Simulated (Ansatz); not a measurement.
# AlPNH (quintet): the correlation ladder, cc-pVDZ

Aim: climb from Hartree-Fock through coupled cluster for AlPNH (quintet) at one geometry and basis, and see what each rung misses.

Computed with Ansatz 0.2.0, Gaussian basis. Level: cc-pVDZ, core rule «outside noble gas», up to 11 orbitals frozen.

Plan: UHF; CCSD(T) on ROHF; CCSD(T) on UHF; BCCD(T) on ROHF; CISD; CCSDT(Q) on ROHF; CCSDT(Q) on UHF.

29 further runs of the same task are left out: 10 for a known fault of the program, 9 that didn't finish, 10 set aside as unsound or not needed.

**1. The geometry**

The geometry is a PBE0/def2-TZVP stationary point (not a proven minimum) of the parent state, kept for this charge and spin.

4 atoms, charge 0, spin multiplicity 5.

Atoms are counted from 1 here; the program's logs count them from 0.

Bond lengths: N1–Al2 1.630 Å, N1–H4 0.999 Å, Al2–P3 2.260 Å. Angles: Al2–N1–H4 180.0°, N1–Al2–P3 180.0°.

**2. UHF**

Contents of in.yaml:

```yaml
crystal:
  periodic: [false, false, false]
  atoms:
    - {symbol: N, position_ang: [0.000000, 0.000000, 1.130338]}
    - {symbol: Al, position_ang: [0.000000, 0.000000, -0.499668]}
    - {symbol: P, position_ang: [0.000000, 0.000000, -2.759714]}
    - {symbol: H, position_ang: [0.000000, 0.000000, 2.129045]}
basis:
  gaussian: {orbitals: cc-pVDZ}
magnetization: {spin_polarized: true, initial_magnetization: 4}
hamiltonian: {xc: hf}
output: {orbitals: {seedname: orbitals}}
```

Command:

```bash
ansatz run in.yaml --threads 1 --pin off --events-out ev --progress --plain --max-ram 2393MiB
```

Further steps of the session: CCSD(T) on ROHF; CCSD(T) on UHF; BCCD(T) on ROHF; CISD; CCSDT(Q) on ROHF; CCSDT(Q) on UHF.

Q: Predict the results of all the runs planned. Wanted: UCCSDT(Q) below the RHF energy; RMP2 from UCCSDT(Q); UMP2 from UCCSDT(Q); RCCSD from UCCSDT(Q); RCCSD(T) from UCCSDT(Q); UCCSD(T) from UCCSDT(Q); RCCSDT(Q) from UCCSDT(Q); T1 diagnostic.

As calculated:

```
                         quantity                      value
   UCCSDT(Q) below the RHF energy                 -8.5440 eV
              RMP2 from UCCSDT(Q)                +1341.9 meV
              UMP2 from UCCSDT(Q)                +1391.3 meV
             RCCSD from UCCSDT(Q)                 +312.4 meV
          RCCSD(T) from UCCSDT(Q)                  +67.5 meV
          UCCSD(T) from UCCSDT(Q)                  +67.8 meV
         RCCSDT(Q) from UCCSDT(Q)                   +2.0 meV
levels within 1 kcal/mol (43 meV)  RCCSDT, UCCSDT, RCCSDT(Q)
                    T1 diagnostic                      0.022
```

In words: RCCSD(T) lands +67.5 meV from the yardstick (0.8 % of the correlation energy). These misses are within one basis, not against nature; the frozen cores of restricted and unrestricted runs differ, which can shift their rows.
